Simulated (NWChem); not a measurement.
silicon monoxide (SiO, singlet); SMILES O=[Si]

Program: NWChem. Low-valent species are run as closed-shell singlets; no triplet was tried in these runs. All runs use the structure optimised with PBE0-D3(BJ)/def2-TZVP. Total energies compare along this basis series because the functional is fixed.

| level | basis functions | energy (Ha) | highest occupied level (eV) | orbital gap (eV) | dipole (D) |
|---|---|---|---|---|---|
| TPSS/pcseg-1 | 32 | -364.7198 | -7.57 | 4.95 | 2.59 |
| TPSS/aug-pcseg-1 | 50 | -364.7251 | -7.69 | 4.87 | 2.80 |
| TPSS/pcseg-2 | 64 | -364.7955 | -7.55 | … | 2.82 |
| TPSS/STO-3G | 14 | -360.3194 | -3.10 | 5.70 | 1.08 |
| TPSS/def2-SVP | 32 | -364.5908 | -7.42 | 4.94 | 2.34 |

Complete the blanks.


- TPSS/pcseg-2, orbital gap (eV): 4.81
